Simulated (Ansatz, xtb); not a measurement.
## BOS: where a starting geometry ends

The starting geometry of this gas-phase doublet was built from a drawn formula by distance geometry and a force field; its bonds are those of `[B]1OS1`.

```xyz
3

B    -3.1050    1.7954   -0.2060
O    -3.2554    0.8535    0.8769
S    -2.2356    0.0473   -0.1770
```

Question: Where would you expect an optimisation with r2SCAN-D4/def2-SVP to take it?

Answer: A bond breaks, leaving `O=B[S]`. Distances that change by over a tenth: B1–O2 (1.44 → 1.22 Å), B1–S3 (1.95 → 1.73 Å). Contacts that open: O2–S3 (1.67 → 2.96 Å).

The energy falls by 4.00 eV over 13 steps:

| step | E − E(last) (eV) |
| --- | --- |
| 1 | 4.003 |
| 2 | 3.372 |
| 4 | 2.902 |
| 5 | 2.854 |
| 6 | 2.634 |
| 8 | 0.786 |
| 9 | 0.244 |
| 10 | 0.113 |
| 12 | 0.000 |
| 13 | 0.000 |

Final geometry (Å):

```xyz
3

B    -2.9692    0.9827    0.2704
O    -3.7146    1.5734    1.0394
S    -1.9123    0.1402   -0.8159
```

From the same start GFN2-xTB reaches the same bonding as this run.

The end wasn't checked by frequencies. Open shells are spin-unrestricted. Run with Ansatz 0.2.0, 3.7 min on 1 thread of Arm Neoverse N1 (shared host).
